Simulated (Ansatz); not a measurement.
A nudged elastic band was laid between two geometries of CH6Si + H3N (12 atoms, charge 0, multiplicity 1).

All numbers below come from RKS PBE/6-31G* in Ansatz 0.2.0.

```yaml
movable_images: 5
climbing_image: yes
spring: 5.0 eV/Å²
optimiser: quadratic models (default)
start_path: through a guess of the saddle point
force_threshold: 0.03 eV/Å
iteration_limit: 60
end_points: relaxed
```

First end point:

```xyz
12
Properties=species:S:1:pos:R:3
Si 0.411 0.045 0.190
C 0.514 -0.050 2.078
H -0.488 0.035 2.531
H 0.955 -1.009 2.399
H 1.141 0.764 2.479
H 1.780 -0.070 -0.418
H -0.183 1.349 -0.259
H -0.432 -1.068 -0.365
N -3.273 0.417 1.020
H -2.976 -0.249 0.296
H -2.766 1.287 0.815
H -2.876 0.064 1.899
```

Last end point:

```xyz
12
Properties=species:S:1:pos:R:3
Si -0.746 0.274 -1.144
C -0.005 -0.126 3.420
H -0.795 -0.215 4.182
H 0.600 -1.045 3.410
H 0.640 0.733 3.660
H 0.673 0.092 -0.655
H -0.774 1.540 -1.947
H -1.061 -0.903 -2.018
N -2.015 0.385 0.056
H -2.227 -0.450 0.604
H -2.026 1.205 0.666
H -0.460 0.024 2.428
```

Which bonds break or form, and what moves?

Bonds broken: Si1–C2, N9–H12. Bonds formed: Si1–N9, C2–H12. CH6Si + H3N becomes CH4 + H5NSi.

Give the energies along the band, and the barrier.

It converged. The highest image is number 2 of 0 to 6, 2.02 eV above the first end and 2.45 eV above the last; the last end lies 0.43 eV below the first. Neighbouring images differ by up to 2.3 eV, so the band resolves the path poorly. A vibrational analysis at the climbing image gives one clearly imaginary mode, 1147i cm⁻¹: a first-order saddle point. The orbitals stay closed-shell, which can raise the energy where a bond breaks towards radicals; this wasn't checked here.

```csv
image,path coordinate (Å),energy (eV),Si1–C2 (Å),N9–H12 (Å),Si1–N9 (Å)
0,0.00,0.00,1.89,1.03,3.79
1,2.20,0.17,1.90,1.03,3.50
2,4.40,2.02,2.36,1.19,1.92
3,5.81,-0.26,3.27,2.14,1.76
4,7.22,-0.41,3.85,2.89,1.75
5,8.62,-0.43,4.31,2.91,1.75
6,10.03,-0.43,4.64,2.86,1.75
```

What is the geometry of the highest image?


```xyz
12
Properties=species:S:1:pos:R:3
Si -0.336 0.113 0.004
C -0.023 -0.270 2.310
H -0.566 -0.933 3.017
H 0.887 -0.836 2.042
H 0.313 0.617 2.879
H 0.917 0.928 0.150
H -0.770 0.552 -1.400
H -0.231 -1.368 -0.182
N -2.000 0.645 0.810
H -2.857 0.210 0.439
H -2.137 1.663 0.869
H -1.391 0.193 1.728
```

The band took 30 iterations and of the order of 5 core-minutes.

The run took 5.2 min on 1 thread of Arm Neoverse V1 (shared host), peak memory 0.11 GiB.
